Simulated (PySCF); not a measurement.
Calculation: PySCF with TPSSh-D3(BJ)/def2-TZVP // CAM-B3LYP-D3(BJ)/def2-TZVP. Gas-phase values, no solvent. Excitations are Tamm–Dancoff values on a coarser integration grid. The basis has no diffuse functions, so Rydberg states are missing or too high.

Reference species (SMILES): `[F][Al]([F])[F]` (neutral, multiplicity 1).

```
Property                                      Result
-------------------------------------------  -------
brightest of the four lowest singlets (TDA)  8.91 eV
T1 excitation (TDA)                          7.93 eV
```

Changed species: `[F][AlH][F]` (2 of 3 H replaced by F; the reference has 3 of 3 H replaced by F).

Problem. What does the change do to the brightest of the four lowest singlets (TDA) and T1 excitation (TDA)?

Solution. the brightest of the four lowest singlets (TDA) decreases by 0.18 eV, to 8.73 eV; the T1 excitation (TDA) falls by 0.98 eV, to 6.95 eV.
